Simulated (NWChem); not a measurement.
Molecule: propyne (C₃H₄); SMILES C(C)#C

Q: Give the equilibrium geometry at PBE0/def2-SVP (NWChem) as an XYZ file, with the point group.

A: point group C3v; any orientation.
```
7

C     -0.0003    -1.2328    -0.0018
C     -0.0015     0.2208     0.0000
C     -0.0025     1.4316    -0.0017
H     -0.7544    -1.6272    -0.7005
H     -0.2267    -1.6315     0.9992
H      0.9812    -1.6272    -0.3074
H     -0.0051     2.5056    -0.0054
```
